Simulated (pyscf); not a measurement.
Structures and frequencies: ωB97X-D3(BJ)/def2-SVP in PySCF.

Problem. Estimate the classical barrier height and the reaction energy of `[SH2]` + `[SiH4]` -> `[SiH3][SH]` + `[H][H]` at M06-2X/def2-TZVP. The step runs on the singlet surface, breaks H–S, H–Si and forms S–Si, H–H; take the separated reactants as zero.

Solution. ΔE‡ = 49.4 kcal/mol, ΔE = -9.4 kcal/mol. ωB97M-D3(BJ)/def2-TZVP gives 49.9 kcal/mol and -7.4 kcal/mol. Zero-point energy shifts the barrier by +0.4 kcal/mol. It is a four-centre exchange, with an imaginary mode of 1481i cm⁻¹. This is the saddle that the search found; another between the same sides may lie lower.
